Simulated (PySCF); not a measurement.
C2H4, SMILES C=C. Coordinates come from a B3LYP-D3(BJ)/def2-TZVP optimisation.

TDDFT-PBE/def2-TZVPD run with PySCF puts the lowest singlet excitations at 6.96, 7.49, 7.69, 7.71, 8.08, 8.68 eV.

Q: What are the lowest excitation roots from ADC(2)/aug-cc-pVDZ (PySCF)? (The exact figures need the calculation; the answer reports its results.)

A: 7.21, 7.87, 7.92, 7.95, 8.68, 8.89 eV. S1 differs by 0.25 eV (second minus first; roots are paired by order, and the bases may differ).
